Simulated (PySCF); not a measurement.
Below is a simulated gas-phase C 1s photoelectron spectrum of 2,2-difluoroethylamine, `NCC(F)F`.

Every computed line was given a Gaussian of 0.4 eV full width at half maximum and an area set by the number of equivalent atoms; the highest printed point is 100. Level of theory: delta-SCF UKS SCAN, pcX-2 on the ionised atom, pcseg-1 elsewhere, spin-free X2C in PySCF 2.14.0.

binding energy (eV), intensity and a bar:
```
    291.6          0 
    291.7          2 #
    291.8          8 ##
    291.9         25 #######
    292.0         56 #################
    292.1         89 ###########################
    292.2        100 ##############################
    292.3         79 ########################
    292.4         45 #############
    292.5         18 #####
    292.6          5 #
    292.7          1 
    292.8          0 
    292.9          0 
    293.0          0 
    293.1          0 
    293.2          0 
    293.3          0 
    293.4          0 
    293.5          0 
    293.6          0 
    293.7          0 
    293.8          0 
    293.9          0 
    294.0          0 
    294.1          0 
    294.2          0 
    294.3          0 
    294.4          0 
    294.5          0 
    294.6          0 
    294.7          0 
    294.8          0 
    294.9          0 
    295.0          0 
    295.1          1 
    295.2          4 #
    295.3         16 #####
    295.4         41 ############
    295.5         76 #######################
    295.6         99 ##############################
    295.7         92 ###########################
    295.8         60 ##################
    295.9         28 ########
    296.0          9 ###
    296.1          2 #
    296.2          0
```

Question: Count the maxima, the lines and the sites behind this envelope.

Answer: The curve has 2 maxima (at 292.2 and 295.6 eV). Under it lie 2 lines from 2 inequivalent carbon sites.

Question: Decompose the envelope and assign each component. Numbering: `[NH2:1][CH2:2][CH:3]([F:4])[F:5]`.

Answer: 
| position (eV) | relative area | line | atoms | environment |
| --- | --- | --- | --- | --- |
| 292.18 | 1 | C 1s | C2 | sp3 carbon bound to nitrogen |
| 295.63 | 1 | C 1s | C3 | CHF2 carbon |

Question: What are the centre and the root-mean-square width of the whole band?

Answer: The area-weighted mean of the lines is 293.91 eV. Their own spread about it is 1.72 eV (rms) and each Gaussian has σ = 0.4/2.355 = 0.17 eV; the variances add, which gives 1.73 eV.

Question: Above which line width would these two lines show one maximum?

Answer: Two equal Gaussians merge once their distance is under 2σ = FWHM/1.177. With 3.44 eV between them that is a full width over 4.05 eV.

The listed C 1s values span 3.45 eV, from C2 (bonded to N, C and 2 H) to C3 (bonded to 2 F, C and H).

Shake-up satellites, vibrational structure and lifetime widths aren't simulated. The structure is a single GFN2-xTB conformer in the gas phase; no vibrational or solvent corrections.

Conformer computed: `[NH2:1][CH2:2][CH:3]([F:4])[F:5]`: N1–C2–C3–F4 -168°, H–N1–C2–C3 -63°, H–N1–C2–C3 178°.
